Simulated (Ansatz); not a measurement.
**CHClO: geometry and frequencies at several levels**

An exercise on one series of results from a longer session: the logs are not shown, and one member is left open.

Program: Ansatz 0.2.0. Level of theory: the levels named in each step. These are calculated values, not measurements.

### The structure to begin with

Bond lengths: C2–O3 1.121 Å, Cl1–H4 1.285 Å.

As a file:

```xyz
4

Cl   -1.5273   -1.0785    0.2341
C     1.1893    1.1418   -0.2963
O     2.0475    1.8435   -0.4641
H    -0.5431   -0.2746    0.0422
```

The first run:

The input, input.yaml:

```yaml
crystal:
  periodic: [false, false, false]
  atoms:
    - { symbol: Cl, position_ang: [-1.52734806, -1.07850022, 0.23412649] }
    - { symbol: C, position_ang: [1.18934438, 1.14184308, -0.29631253] }
    - { symbol: O, position_ang: [2.04746317, 1.84352568, -0.46407289] }
    - { symbol: H, position_ang: [-0.54314947, -0.27463854, 0.04221895] }
basis:
  gaussian: { orbitals: def2-TZVPP }
hamiltonian:
  xc: pbe0
  dispersion: d4
phonons: {}
```

Started as:

```sh
> ansatz run input.yaml --threads 2 --pin off --max-ram 5120MiB --backend cpu --events-out ev --progress --plain --runs-dir out
```

Among the steps run: Frequencies, PBE0-D4/def2-TZVPP; Relaxation, PBE-D4/def2-TZVPP; Frequencies, PBE-D4/def2-TZVPP; Relaxation, r2SCAN-D4/def2-TZVPP; Frequencies, r2SCAN-D4/def2-TZVPP; Relaxation, B3LYP-D4/def2-TZVPP; Frequencies, B3LYP-D4/def2-TZVPP; Relaxation, B2PLYP/def2-TZVPP; Frequencies, B2PLYP/def2-TZVPP.

One table of the session follows, with a row left open; its other results are not shown here.

```
               level  C2–O3 (Å)  rotational constants (MHz)  dipole (D)  highest frequency (cm⁻¹)
   PBE-D4/def2-TZVPP     1.1340                      1832.6        2.11                      2760
r2SCAN-D4/def2-TZVPP          ?                           ?           ?                         ?
 B3LYP-D4/def2-TZVPP     1.1228                        1753        1.86                      2871
   B2PLYP/def2-TZVPP     1.1283                      1713.8        1.86                      2937
```

**Question.** Estimate the row for r2SCAN-D4/def2-TZVPP.

The run gave: C2–O3 (Å): 1.1253; rotational constants (MHz): 1761.8; dipole (D): 2.00; highest frequency (cm⁻¹): 2876. In the column «C2–O3 (Å)» it lies between B3LYP-D4/def2-TZVPP (1.1228) and B2PLYP/def2-TZVPP (1.1283).
